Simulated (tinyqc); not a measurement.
Worked calculation: CIS and TDHF on RHF in the sto-6g basis, for H2O, spin multiplicity 1. One step of it, computed by the program tinyqc.

Task: CIS matrix, singlets. A(ia,jb) = (e_a - e_i) d_ij d_ab + 2 (ia|jb) - (ij|ab).

orbital energies (hartree): MO1 -20.486182, MO2 -1.281066, MO3 -0.653695, MO4 -0.440247, MO5 -0.392132, MO6 0.612027, MO7 0.801300

Two-electron integrals over orbitals (pq|rs), unique and non-zero (hartree):
```
(11|11) 4.760980    (21|11) -0.425662   (21|21) 0.061647    (22|11) 1.017540
(22|21) -0.013910   (22|22) 0.729754    (31|31) 0.011164    (32|31) 0.017864
(32|32) 0.148198    (33|11) 0.807287    (33|21) -0.004147   (33|22) 0.650055
(33|33) 0.641978    (41|11) 0.179886    (41|21) -0.022871   (41|22) 0.016085
(41|33) 0.005869    (41|41) 0.029600    (42|11) -0.119906   (42|21) 0.009467
(42|22) 0.008593    (42|33) 0.006962    (42|41) 0.020474    (42|42) 0.124942
(43|31) -0.003173   (43|32) 0.018526    (43|43) 0.044236    (44|11) 1.030420
(44|21) -0.013799   (44|22) 0.688563    (44|33) 0.609497    (44|41) -0.012592
(44|42) -0.105108   (44|44) 0.812954    (51|51) 0.026736    (52|51) 0.032325
(52|52) 0.144833    (53|53) 0.029322    (54|51) -0.012740   (54|52) -0.043990
(54|54) 0.055870    (55|11) 1.117075    (55|21) -0.011204   (55|22) 0.749580
(55|33) 0.634543    (55|41) 0.004410    (55|42) -0.061403   (55|44) 0.743253
(55|55) 0.880663    (61|11) -0.270232   (61|21) 0.041732    (61|22) -0.002935
(61|33) -0.000395   (61|41) -0.002797   (61|42) 0.019804    (61|44) -0.018823
(61|55) -0.006341   (61|61) 0.035927    (62|11) 0.328979    (62|21) -0.008373
(62|22) 0.144066    (62|33) 0.074602    (62|41) 0.018538    (62|42) 0.020571
(62|44) 0.102351    (62|55) 0.163483    (62|61) 0.003590    (62|62) 0.102797
(63|31) 0.002935    (63|32) -0.046882   (63|43) -0.026961   (63|63) 0.076172
(64|11) 0.191468    (64|21) -0.000731   (64|22) 0.088561    (64|33) 0.039382
(64|41) 0.004415    (64|42) -0.014935   (64|44) 0.108076    (64|55) 0.101881
(64|61) 0.002184    (64|62) 0.062168    (64|64) 0.057112    (65|51) 0.016989
(65|52) 0.062589    (65|54) -0.003455   (65|65) 0.040081    (66|11) 0.799918
(66|21) -0.007663   (66|22) 0.610728    (66|33) 0.573745    (66|41) 0.021925
(66|42) 0.062324    (66|44) 0.546962    (66|55) 0.585511    (66|61) 0.006317
(66|62) 0.091818    (66|64) 0.042131    (66|66) 0.594589    (71|31) 0.016260
(71|32) 0.024077    (71|43) -0.004841   (71|63) 0.003901    (71|71) 0.023753
(72|31) 0.013884    (72|32) 0.039687    (72|43) -0.031422   (72|63) 0.035639
(72|71) 0.019082    (72|72) 0.061009    (73|11) 0.366549    (73|21) -0.007403
(73|22) 0.140468    (73|33) 0.093665    (73|41) -0.001036   (73|42) -0.069570
(73|44) 0.169468    (73|55) 0.189409    (73|61) -0.006821   (73|62) 0.080438
(73|64) 0.067078    (73|66) 0.037030    (73|73) 0.148550    (74|31) -0.009330
(74|32) -0.073478   (74|43) 0.007113    (74|63) 0.042666    (74|71) -0.013222
(74|72) -0.017178   (74|74) 0.064137    (75|53) 0.023829    (75|75) 0.024762
(76|31) 0.010188    (76|32) 0.105247    (76|43) 0.043298    (76|63) -0.071148
(76|71) 0.013882    (76|72) -0.007864   (76|74) -0.056167   (76|76) 0.121965
(77|11) 0.891255    (77|21) -0.009770   (77|22) 0.630564    (77|33) 0.618202
(77|41) 0.003587    (77|42) -0.015216   (77|44) 0.620957    (77|55) 0.633458
(77|61) -0.006100   (77|62) 0.072947    (77|64) 0.038065    (77|66) 0.567992
(77|73) 0.100317    (77|77) 0.628829
```

Give: CIS matrix A, singlet.

Result:

CIS matrix A, singlet (hartree):
```
         1>6      1>7     2>6      2>7      3>6      3>7      4>6      4>7
1>6  20.3701   0.0000  0.0148   0.0000   0.0000  -0.0238  -0.0176   0.0000
1>7   0.0000  20.4437  0.0000   0.0479  -0.0024   0.0000   0.0000  -0.0300
2>6   0.0148   0.0000  1.4880   0.0000   0.0000   0.0556   0.0620   0.0000
2>7   0.0000   0.0479  0.0000   1.5738  -0.0340   0.0000   0.0000  -0.0191
3>6   0.0000  -0.0024  0.0000  -0.0340   0.8443   0.0000   0.0000   0.0420
3>7  -0.0238   0.0000  0.0556   0.0000   0.0000   1.1339   0.0909   0.0000
4>6  -0.0176   0.0000  0.0620   0.0000   0.0000   0.0909   0.6195   0.0000
4>7   0.0000  -0.0300  0.0000  -0.0191   0.0420   0.0000   0.0000   0.7489
5>6   0.0000   0.0000  0.0000   0.0000   0.0000   0.0000   0.0000   0.0000
5>7   0.0000   0.0000  0.0000   0.0000   0.0000   0.0000   0.0000   0.0000

        5>6     5>7
1>6  0.0000  0.0000
1>7  0.0000  0.0000
2>6  0.0000  0.0000
2>7  0.0000  0.0000
3>6  0.0000  0.0000
3>7  0.0000  0.0000
4>6  0.0000  0.0000
4>7  0.0000  0.0000
5>6  0.4988  0.0000
5>7  0.0000  0.6095
```
